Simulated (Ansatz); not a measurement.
Base system: CaO in the rock salt structure (space group Fm-3m, No. 225; a = 4.8308 Å).

Levels (all Ansatz, a program for electronic structure, PAW): PBE (420 eV, no spin-orbit coupling); PBEsol (420 eV, no spin-orbit coupling).

Levels that relaxed their own cell: PBE and PBEsol.

| level | lattice parameter a |
|---|---|
| PBE | 4.831 Å |
| PBEsol | 4.767 Å |

Measured: lattice parameter a 4.781 Å (static lattice; corrected from measurement; as listed in Wei Chen et al., Physical Review Materials (2018)).

Computed minus measured — lattice parameter a: PBE +1.0 %, PBEsol -0.3 % (closest: PBEsol).

Whether these cells are dynamically stable was not tested.
